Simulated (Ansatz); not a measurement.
**Pressure series in Nb**

The reference is Nb in the bcc (W type) structure (space group Im-3m, No. 229; a = 3.272 Å).

Cell and atoms are relaxed at each pressure.

Calculations: PBEsol (Ansatz, an electronic-structure program; PAW; 420 eV plane waves; no spin-orbit coupling), earlier PAW set.

| P (GPa) | V (Å³/atom) |
|---|---|
| -2.02 | 17.716 |
| -1.02 | 17.617 |
| 0.30 | 17.490 |
| 0.70 | 17.452 |
| 1.49 | 17.379 |
| 3.00 | 17.243 |
| 5.00 | 17.070 |
| 7.50 | 16.865 |
| 10.00 | 16.671 |

### Question
Fit a third-order Birch–Murnaghan equation of state.

### Answer
Least squares on P(V) = (3B₀/2)[(V₀/V)^(7/3) − (V₀/V)^(5/3)]·[1 + (3/4)(B₀′ − 4)((V₀/V)^(2/3) − 1)] gives V₀ = 17.52 Å³/atom, B₀ = 183 GPa and B₀′ = 3.8.

Measured bulk modulus of Nb: 173.2 GPa (static lattice; corrected from measurement; as listed in Daniel Mejia-Rodriguez, S. B. Trickey, Phys. Rev. B (2018)); the computed value is 6 % above it.

Load acts through the strain it causes; cell and atoms are relaxed under it. No phonon test of stability was made. No other phases were tried under pressure. The base started in P-1 and relaxed to Im-3m at this level. The final runs are not spin-polarised.
